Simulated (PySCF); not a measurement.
Cartesian coordinates (Å):
```xyz
2

O      0.4948     0.0000     0.0000
H     -0.4948     0.0000     0.0000
```
Charge 0, spin multiplicity 2.

**Question.** What total energy, highest occupied spin orbital and dipole moment does TPSSh-D3(BJ)/def2-TZVP // PBE-D3(BJ)/def2-SVP (PySCF) give?

**Answer.** 
| Quantity | Value |
|---|---|
| total energy | -2061.68 eV |
| highest occupied spin orbital | -8.07 eV |
| dipole moment | 1.75 D |
